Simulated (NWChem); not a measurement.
Species: C$_{3}$H$_{8}$O; SMILES CCOC

```xyz
12

C      0.4757     1.5528     0.1308
C     -0.6159     0.5773    -0.2747
O     -0.5352    -0.6679     0.3634
C      0.4718    -1.5054    -0.1104
H      0.3033     2.5354    -0.3347
H      0.4840     1.6854     1.2234
H      1.4755     1.2123    -0.1791
H     -1.6004     0.9906    -0.0029
H     -0.6168     0.4439    -1.3773
H      1.4903    -1.1175     0.0857
H      0.3826    -1.6836    -1.2017
H      0.3739    -2.4715     0.4053
```
Atoms are numbered in this order, from 1.

All runs: NWChem. Pople sets run with spherical d functions. Structure relaxed at the PBE0/def2-SVP level.

Q: Among these, which level gives the highest value of “highest occupied level (eV)”?
A) B3LYP/def2-SVP
B) B3LYP/STO-3G
C) B3LYP/def2-TZVP
D) B3LYP/3-21G

A: B, B3LYP/STO-3G. Values: B3LYP/def2-TZVP -7.12; B3LYP/def2-SVP -6.93; B3LYP/3-21G -6.47; B3LYP/STO-3G -3.72
